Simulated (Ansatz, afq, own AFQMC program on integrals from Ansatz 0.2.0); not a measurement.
## H2BrO, doublet: AFQMC among the cluster methods

```yaml
atoms:
  - { symbol: O, position_ang: [-0.9663, -0.2316, 0.0000] }
  - { symbol: H, position_ang: [-1.2156, 0.6949, 0.0000] }
  - { symbol: H, position_ang: [-0.0068, -0.2316, 0.0000] }
  - { symbol: Br, position_ang: [2.1887, -0.2316, 0.0000] }
```

Connectivity, by distances: OH2 ··· Br.

Basis cc-pVTZ. Noble-gas cores (and the filled d shells of Ga–Kr and In–Xe) are frozen. Ansatz 0.2.0 and our own AFQMC program on the same integrals; the CISD trial comes from CCSD amplitudes, and released means the phaseless constraint is let go. ± is one standard error of the sampling. No spin–orbit coupling.

Determinant: UHF, the one that the program's search chose, which needn't be the lowest solution. The geometry is a point of a scan.

No full CI on the walks' own integrals is used here. The released AFQMC energy serves as the reference, which it does only where one determinant dominates, the energy is flat over the last release times and near the phaseless one (40 meV or 2 meV an electron, half that with transition metals). On small molecules, where full CI could be run and the noise was under 10 meV, such values lay within 10 meV of it in 19 cases of 20, a flattering rate, since the rule was set on those same cases; what remains of the bias isn't in the error bar.

Cautions: no relativity below Rb; no spin-orbit coupling; inner d shell frozen; the released value is read at 1.50 1/Eh (meV from the phaseless value at times in 1/Eh: -16 ± 4 at 0.24, -10 ± 6 at 0.51, -15 ± 5 at 0.99, -25 ± 10 at 1.50).

- T1 diagnostic: 0.0079
- weight of the determinant in the CISD state: 0.880
- ⟨S²⟩ of the determinant: 0.759
- size of the correlated space: 15 electrons in 86 orbitals

Reference: AFQMC with the constraint released, correlation energy -11.934 ± 0.010 eV.

```
        level  E − E(reference) (meV)  share of correlation (%)
           HF          11934.3 ± 10.0                      0.00
          MP2           1054.0 ± 10.0                     91.17
         CCSD            382.8 ± 10.0                     96.79
      CCSD(T)             34.2 ± 10.0                     99.71
ph-AFQMC/CISD             25.3 ± 11.7                     99.79
```

A walk keeps the symmetry of its determinant, which the program's search chose and which needn't be the lowest solution, so a lower state of the same spin and another symmetry isn't excluded. Released energies are given only where the last usable release times agree within the noise; a slower fall can still hide under it.
